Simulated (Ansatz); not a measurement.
A calculation with Ansatz (development build ahead of 0.2.0).

```yaml
crystal:
  periodic: [false, false, false]
  atoms:
    - { symbol: Mg, position_ang: [0.0, 0.0, 0.0] }
    - { symbol: O, position_ang: [0.0, 0.0, 3.15] }
basis:
  gaussian: { orbitals: "6-31G" }
magnetization:
  spin_polarized: true
hamiltonian:
  xc: hf
scf:
  omitted_lower_state_checks: [stability, starts, atomic_configurations, cluster_reference, orbital_swaps, given_window_search, neighbouring_geometries, increment]
output:
  forces: true
```

The input is written out in the form of the current development build from the run's settings.

Results

```yaml
Converged: yes
Total_energy: -274.25680 hartree
Spin_squared_of_the_determinant: 0.000
```

Forces (eV/Å):
```csv
atom,Fx,Fy,Fz
Mg1,0.000,0.000,0.342
O2,0.000,0.000,-0.342
```

This is not the lowest solution: another run reaches a determinant 2.05 eV lower. Caution: another spin multiplicity may lie lower.
